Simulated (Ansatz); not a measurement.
# AlFH₂Mg: one structure at several levels

One table from this session's results is given with a row withheld; the runs are named, their logs left out.

Method: single points in def2-TZVPP; program: Ansatz 0.2.0, Gaussian basis.

Cores are frozen in the correlated methods. The outer core shell of Li, Na, Mg and K is correlated.

**The starting structure**

SMILES `[F][AlH][MgH]`, 5 atoms, charge 0, spin multiplicity 1.

Atoms are counted from 1 here; the program's logs count them from 0.

Bond lengths: F1–Al2 1.564 Å, Al2–H4 1.729 Å, Mg3–H5 1.695 Å. Angles: F1–Al2–H4 108.0°.

Geometry (Å):

```
F    -1.71830   -1.76470    0.76310
Al   -0.81550   -0.65200    0.13690
Mg    1.64010    0.39990    0.25250
H    -1.75050    0.19230   -1.04730
H     2.57900    1.70030   -0.29420
```

The first run:

File run/in.yaml:

```yaml
crystal:
  periodic: [false, false, false]
  atoms:
    - {symbol: F, position_ang: [-1.718300, -1.764700, 0.763100]}
    - {symbol: Al, position_ang: [-0.815500, -0.652000, 0.136900]}
    - {symbol: Mg, position_ang: [1.640100, 0.399900, 0.252500]}
    - {symbol: H, position_ang: [-1.750500, 0.192300, -1.047300]}
    - {symbol: H, position_ang: [2.579000, 1.700300, -0.294200]}
basis:
  gaussian: {orbitals: def2-TZVPP}
correlation: {method: ccsd_t}
output: {forces: true}
```

No record of the launch command was kept for these runs.

Among the steps run: CCSD(T)/def2-TZVPP; PBE0-D4/def2-TZVPP; wB97M-V/def2-TZVPP; r2SCAN-D4/def2-TZVPP; PBE-D4/def2-TZVPP; BLYP-D4/def2-TZVPP; r2SCAN0-D4/def2-TZVPP.

One table of the session follows, with a row left open; its other results are not shown here.

| method | RMS force component (eV/Å) | angle to CCSD(T) forces (°) | dipole (D) |
| --- | --- | --- | --- |
| CCSD(T) | 1.406 | reference | 3.18 |
| PBE0-D4 | 1.335 | 1.4 | 2.97 |
| wB97M-V | 1.427 | 1.6 | 3.18 |
| r2SCAN-D4 | ? | ? | ? |
| PBE-D4 | 1.488 | 5.0 | 2.75 |
| BLYP-D4 | 1.540 | 4.8 | 2.80 |
| r2SCAN0-D4 | 1.261 | 3.2 | 3.07 |

Q: Estimate the row for r2SCAN-D4 from the others.

The run gave: RMS force component (eV/Å): 1.353; angle to CCSD(T) forces (°): 1.6; dipole (D): 2.93. In the column «RMS force component (eV/Å)» it lies between PBE0-D4 (1.335) and CCSD(T) (1.406).
